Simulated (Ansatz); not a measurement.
Z-matrix (Å, degrees):
```
C
C 1 1.492
H 1 1.092 2 110.5
H 1 1.092 2 110.5 3 120.3
H 1 1.091 2 110.3 3 -119.9
F 2 1.376 1 111.4 3 -60.1
C 2 1.485 1 122.8 3 157.2
C 2 1.485 1 122.8 3 82.5
H 7 1.082 2 116.7 1 140.7
H 7 1.083 2 118.4 1 -3.8
H 8 1.083 2 118.5 1 3.8
H 8 1.082 2 116.7 1 -140.7
```

Charge 0, multiplicity 1.

(1) List the r2SCAN/def2-TZVPP orbital energies in eV (Ansatz 0.2.0). (Estimate.)

## Answers

(1) Computed: Occupied: -665.78, -275.33, -273.19, -273.19, -273.04, -31.38, -22.76, -18.97, -15.86, -14.88, -13.08, -12.56, -11.32, -10.69, -10.21, -10.04, -9.25, -9.15, -7.39, -6.69. Lowest empty: 1.28, 1.79, 2.27, 2.50, 3.01, 3.32, 3.56, 4.04.
